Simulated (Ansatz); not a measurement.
Abridged output of a molecular run in Ansatz:

```
Functional definition: HF
931 factors; integrals over basis functions are off by at most 1.4e-3 eV
mean field evaluation 1: about -18134.1326 eV, gradient 3.9e1 eV
mean field evaluation 2: about -18134.1397 eV, gradient 3.9e1 eV
mean field evaluation 4: about -18137.6457 eV, gradient 4.0e0 eV
mean field evaluation 8: about -18137.7227 eV, gradient 2.3e-1 eV
mean field evaluation 16: about -18137.7042 eV, gradient 1.5e0 eV
mean field -18137.72304874 eV, -666.5490278508 hartree, gradient 3.7e-6 eV, S^2 0.000000; 0 other end points of the search recorded, 0 dependent functions left out
9 core orbitals not correlated: weight in the atoms' cores, before any rotation towards them, 1.000 or more for the frozen orbitals, at most 0.000 for the correlated occupied ones
reference -18137.72304874 eV, -666.5490278508 hartree; 15, 15 occupied and 70, 70 virtual orbitals, 931 factors
second order -20.50456240 eV of doubles, -0.00000000 eV of singles
cycle   1  -20.92515727 eV  change   -4.2e-1 eV  update   1.0e-1
cycle   2  -21.42193548 eV  change   -5.0e-1 eV  update   3.0e-2
cycle   3  -21.55157217 eV  change   -1.3e-1 eV  update   1.5e-2
cycle   4  -21.54735581 eV  change    4.2e-3 eV  update   3.4e-3
cycle   5  -21.54777171 eV  change   -4.2e-4 eV  update   1.4e-3
cycle   6  -21.54820165 eV  change   -4.3e-4 eV  update   4.2e-4
cycle   7  -21.54795796 eV  change    2.4e-4 eV  update   1.6e-4
cycle   8  -21.54790400 eV  change    5.4e-5 eV  update   5.9e-5
cycle   9  -21.54791186 eV  change   -7.9e-6 eV  update   2.2e-5
perturbative correction -0.66333206 eV, -0.0243770034 hartree
Total energy: -18159.93429265 eV, -667.3652760094 hartree
```

Its atoms:

Cartesian coordinates in Å:
```
N -1.280 0.237 0.707
C -0.102 0.518 0.400
Cl 0.781 1.910 0.982
C 0.687 -0.349 -0.532
O -0.052 -1.442 -0.969
H -1.720 0.892 1.345
H 1.596 -0.670 -0.005
H 1.013 0.273 -1.376
H -0.922 -1.370 -0.551
```

(1) Which basis set was used?
A. def2-TZVPP
B. def2-SVP
C. def2-TZVPPD
D. cc-pV(Q+d)Z

(2) Write the keys of the input that set method, charge and spin (a neutral closed shell needs none for the last two).

## Answers

(1) B. It gives 94 functions.

(2) 
```yaml
correlation: {method: ccsd_t}
```
